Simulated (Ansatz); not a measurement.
Results of Hartree–Fock (Ansatz, a first-principles code, PAW) for fcc Pd.

Input:

Ansatz 0.2 input:
```yaml
crystal:
  lattice:
    - [0.0, 2.4093329675, 2.4093329675]
    - [2.4093329675, 0.0, 2.4093329675]
    - [2.4093329675, 2.4093329675, 0.0]
  atoms:
    - { symbol: Pd, position: [0.0, 0.0, 0.0] }
basis:
  ecutwfc: 460
  ecutrho_ratio: 4
  xc_grid: 2
kpoints:
  mp_grid: { grid: [14, 14, 14] }
hamiltonian:
  xc: hf
  dispersion: none
  pseudopotentials: { kind: paw }
scf:
  occupations: { method: fermi_dirac, width: 0.05 }
  convergence: { dr2_threshold: 0.0000000001 }
output:
  forces: false
  stress: true
  eigenvalues: true
```

Output (set-up and result lines):

```
WARN output.stress: scf.exx.energy_threshold = 1e-6 eV is looser than the 1e-8 eV advised for a stress under a hybrid functional (1e-8 eV for each atom of the …
Crystal: 1 atoms, lattice volume = 27.972 Å³
Basis set: ecut = 460 eV, 609 PW (Γ), exchange–correlation on 48×48×48 points (8 copies of the dense FFT grid, shifted against one another)
Bands: 13, of which v1, the nominal top of the filled ones, is band 9 counted from 1 (8 counted from 0)
Symmetry: 48 space group operations
Space group: Fm-3m (ITA 225), of the structure as read, at distance tolerance 3.0e-5 Å
k-points: 104 of 2744
Functional: x = pbe(κ = 0.804, μ = 0.2195149727645171), c = none, warm-up for x = 0 pbe(κ = 0.804, μ = 0.2195149727645171) + 1 exact, c = none
SCF iter   1: F=—  HF=-6905.510670 eV  |F-HF|=—  |Δ(HF+E_count)|=         —  Δρ=2.17e-2  dr2=1.24e-1
SCF iter   2: F=—  HF=-6905.489113 eV  |F-HF|=—  |Δ(HF+E_count)|=   2.16e-2  Δρ=9.34e-3  dr2=2.60e-2
  ...
SCF 1 converged in 7 iterations: F = -6905.484574 eV  dr2 = 5.85e-12
Crystal: 1 atoms, lattice volume = 27.972 Å³
Initial density: handed on by an earlier stage of this run
Functional: x = 0 pbe(κ = 0.804, μ = 0.2195149727645171) + 1 exact, c = none
SCF 2 converged in 9 iterations: F = -6912.707930 eV  dr2 = 9.19e-13
Crystal: 1 atoms, lattice volume = 27.972 Å³
SCF 3 converged in 7 iterations: F = -6913.599095 eV  dr2 = 4.79e-11
Crystal: 1 atoms, lattice volume = 27.972 Å³
SCF 4 converged in 8 iterations: F = -6913.929385 eV  dr2 = 4.20e-12
Crystal: 1 atoms, lattice volume = 27.972 Å³
SCF 5 converged in 7 iterations: F = -6914.165386 eV  dr2 = 1.27e-11
Crystal: 1 atoms, lattice volume = 27.972 Å³
SCF 6 converged in 6 iterations: F = -6914.272195 eV  dr2 = 4.32e-11
Crystal: 1 atoms, lattice volume = 27.972 Å³
Crystal: 1 atoms, lattice volume = 27.972 Å³
Crystal: 1 atoms, lattice volume = 27.972 Å³
SCF iter   4: F=—  HF=-6914.281435 eV  |F-HF|=—  |Δ(HF+E_count)|=  1.82e-11  Δρ=1.15e-6  dr2=4.00e-10
SCF iter   5: F=-6914.281435 eV  HF=-6914.281435 eV  |F-HF|=9.09e-12  |Δ(HF+E_count)|=  1.90e-10  Δρ=2.49e-7  dr2=1.10e-11
SCF 9 converged in 5 iterations: F = -6914.281435 eV  dr2 = 1.10e-11
Free energy (F): -6914.281435 eV
Internal energy: -6914.281435 eV  (E = F + TS)
E sigma→0 (E₀):  -6914.281435 eV
Fermi energy:    6.832666 eV
--- Stress (GPa, compression-positive) ---
        0.048986       0.000000      -0.000000
       -0.000000       0.048986      -0.000000
        0.000000      -0.000000       0.048986
  P = ⅓ Tr σ = 0.0490 GPa (0.490 kbar)
```

The PAW data were made under PBE.

Note: the cell is over a tenth larger than the published one (another phase or state, or a fault of the published cell, is possible).

Computing time: around 4 core-minutes (rough).
